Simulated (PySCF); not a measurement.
**How good is the calculation?**

Numbering as in the mapped SMILES `[CH3:1][C:2]([CH3:3])([CH3:4])[SH:5]`. Hydrogens are named by the atom that carries them.

What is known from experiment: δ 13C C2 41.1; C1/C3/C4 35.0; δ 1H H(C1)/H(C3)/H(C4) 1.43 ppm (measured; solution, not stated per compound (mostly CDCl3 or CCl4); Pretsch, Buehlmann, Badertscher, Structure Determination of Organic Compounds, 4th ed. (2009)).

All values are calculated (PySCF 2.14.0 with density-fitted response routines): PBE0-D3(BJ)/def2-TZVP structure, σ from GIAO-wB97X-D/pcSseg-2. Averaged over atoms made equivalent by symmetry, fast rotation or ring inversion, one computed conformer, non-relativistic, in vacuum.

**Question.** What does the calculation give, and how does it compare?

**Answer.** 
Reference values: measured (solution, not stated per compound (mostly CDCl3 or CCl4); Pretsch, Buehlmann, Badertscher, Structure Determination of Organic Compounds, 4th ed. (2009)).
```csv
atoms,quantity,reference,computed,"computed, scaled"
C2,δ 13C,41.1,45.7,38.4
C1/C3/C4,δ 13C,35.0,37.5,33.7
H(C1)/H(C3)/H(C4),δ 1H,1.43,1.34,1.43
```

Computed shifts are σ(ref) − σ with the named reference compound (TMS for H and C) calculated as an isolated molecule at the same level. The measured values may be among those fitted. Scaled to experiment by linear calibration (H and C: mostly CDCl3 data, vs TMS): 13C (scatter 2.0 ppm rms, 2.1 ppm with the 3 outliers that the fit left out, with a fitted term for attached S); 1H (scatter 0.16 ppm rms, 0.17 ppm with the 4 outliers that the fit left out). Occasional misses reach two or three times the rms, and more in compound classes unlike the fitted ones. H not on carbon is unscaled (vs computed TMS).

**Question.** How far are the unscaled 13C shifts from the references?

**Answer.** Mean signed difference +3.55 ppm, mean absolute 3.55 ppm over 2 comparisons; the largest is +4.6 ppm at C2 (fully substituted sp3 carbon bonded to S).
